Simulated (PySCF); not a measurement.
Point-charge models of `C(Cl)(Cl)C` against its computed dipole.

Coordinates (PBE0-D3(BJ)/def2-SVP, Å) and charges (e) from the PBE0/pcSseg-1 density (PySCF):

| atom | x | y | z | Mulliken | IAO | Hirshfeld | ESP-fitted |
| --- | --- | --- | --- | --- | --- | --- | --- |
| C1 | -0.757 | -0.259 | -0.157 | -0.2154 | -0.4169 | -0.1260 | -0.2563 |
| C2 | 0.630 | 0.176 | 0.237 | -0.2636 | -0.0814 | +0.0427 | -0.1330 |
| Cl3 | 1.857 | -0.912 | -0.465 | -0.0771 | -0.0821 | -0.0584 | -0.0917 |
| Cl4 | 0.929 | 1.863 | -0.259 | -0.0764 | -0.0813 | -0.0578 | -0.0905 |
| H5 | -0.872 | -0.213 | -1.249 | +0.1445 | +0.1620 | +0.0456 | +0.1307 |
| H6 | -0.932 | -1.291 | 0.178 | +0.1433 | +0.1597 | +0.0512 | +0.1194 |
| H7 | -1.502 | 0.403 | 0.308 | +0.1431 | +0.1595 | +0.0512 | +0.1174 |
| H8 | 0.785 | 0.147 | 1.323 | +0.2017 | +0.1805 | +0.0513 | +0.2040 |

Problem. Form Σ q r in debye for every column and set it beside the full dipole.

Solution. The full density gives (-1.80, -0.68, 1.05) D, 2.20 D in size; dipole vectors point from the negative to the positive end.

```tsv
scheme	μx	μy	μz	size (D)	share of the full size (%)	angle to the full dipole (°)
Mulliken	-2.56	-0.92	0.88	2.86	130	11
IAO	-1.69	-0.64	1.05	2.09	95	2
Hirshfeld	-0.79	-0.30	0.52	0.99	45	3
ESP-fitted	-1.85	-0.70	1.15	2.29	104	1
```

Problem. Which set comes closest?

Solution. Length of the difference vector: ESP-fitted 0.11 D, IAO 0.12 D, Mulliken 0.81 D, Hirshfeld 1.21 D. Closest: ESP-fitted and IAO. The schemes that divide the density aren't constrained to reproduce the dipole.

Problem. What is left for the Hirshfeld atoms' own dipoles?

Solution. The shares of the density sum to the whole, so what Σ q r misses lies in dipoles about the nuclei. The atomic dipoles sum to (-1.80, -0.68, 1.05) − (-0.79, -0.30, 0.52) = (-1.01, -0.38, 0.53) D, 1.21 D in size.

Problem. With the origin at the mean of the coordinates, (0.017, -0.011, -0.010) Å, which are the largest single terms, by size, of the ESP-fitted dipole along the direction of the full one?

Solution. C1 -0.79, H6 +0.73, H7 +0.72, Cl3 +0.64, Cl4 +0.63 D; all 8 atoms together +2.29 D. The single terms depend on the origin, their sum doesn't.

Problem. Give the size of the full dipole in other units.

Solution. 2.20 D = 0.864 au = 0.457 e·Å = 7.32 × 10⁻³⁰ C·m.

Geometry: PBE0-D3(BJ)/def2-SVP; no solvent, vibrations or thermal averaging.

These values come from a run that also computed NMR shieldings. Hardware: one thread, Arm Neoverse V1 (aarch64) (shared host). Cost: 5.6 s, 0.46 GiB resident at most.
